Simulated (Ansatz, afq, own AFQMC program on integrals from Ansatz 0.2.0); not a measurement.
# As, quartet → As⁻, triplet

A free As atom.

E(triplet, charge -1) − E(quartet, charge +0) at this geometry, on UHF and UHF determinants.

Basis aug-cc-pVDZ. Only valence electrons are correlated. Ansatz 0.2.0 and our own AFQMC program on the same integrals; the CISD trial comes from CCSD amplitudes, and released means the phaseless constraint is let go. ± is one standard error of the sampling. No spin–orbit coupling. The errors of all members are added in quadrature.

Full CI on the same integrals is exact in this basis and with this determinant's frozen core.

Errors are counted within aug-cc-pVDZ, not against nature.

Cautions: inner d shell frozen; no relativity below Rb; no spin-orbit coupling.

Reference (full CI): -38.7 kJ/mol.

```tsv
level	vertical energy of electron attachment (kJ/mol)	error against FCI (kJ/mol)
HF	27.9	66.7
MP2	-27.8	10.9
CCSD	-33.1	5.6
CCSD(T)	-37.3	1.4
CCSDT	-38.4	0.3
CCSDT(Q)	-38.7	0.0
ph-AFQMC/HF	-36.1 ± 2.6	2.7 ± 2.6
```

Correlation beyond CCSD(T) takes off 1.4 kJ/mol. The perturbative (T) step is worth −4.2 kJ/mol.

CCSDT and higher add their correlation energy to the determinant of the CCSD(T) run, since their own runs factorise the integrals more tightly (a shift of under 2 meV). A walk keeps the symmetry of its determinant, which the program's search chose and which needn't be the lowest solution, so a lower state of the same spin and another symmetry isn't excluded.
